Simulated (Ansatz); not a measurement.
A made-up structure of SiH5SO (charge +1), closed shell:

Si1  (-0.580, 0.851, -0.432)
O2  (0.419, 0.144, 0.387)
S3  (0.396, -1.262, 0.234)
H4  (-1.454, -0.210, -1.241)
H5  (0.428, 1.643, -1.294)
H6  (-1.307, 1.518, 0.751)
H7  (1.746, -1.269, 0.002)
H8  (0.353, -1.415, 1.593)
(Å)

It is relaxed with PBE-D4/def2-SVP and then PBE0-D4/def2-TZVP (Ansatz 0.2.0). Atoms count as bonded within 1.22 times the sum of their covalent radii (H–H: 0.88 Å). The end point is not checked to be a true minimum.

Q: Does its bonding change? (Judge from chemistry; the calculation decides.)

A: Computed: Yes. Formed: none; broken: Si1–S3.

Where it ends: The first stage lowers the energy by 4.02 eV in 18 steps. It ends as SiH₅SO ([SiH3][O][SH2]), total charge +1:
```
8
angstrom
Si -0.7135 1.0528 -0.5329
O 0.4247 0.0747 0.3903
S 0.5694 -1.4687 0.3648
H -1.5170 0.0525 -1.2659
H 0.1536 1.8788 -1.3871
H -1.4514 1.7834 0.5086
H 1.9160 -1.6145 0.2282
H 0.6183 -1.7590 1.6939
```

Labels in which every atom is bracketed show which atoms are joined, not bond orders.

For scale, one of the runs: PBE0-D4/def2-TZVP relaxation, 135 basis functions, launched by `ansatz run in.yaml --threads 2 --pin off --events-out ev --progress --plain --max-ram 4352MiB`. The run took about 73 s on 2 CPU threads of an Arm Neoverse V1 (shared host).
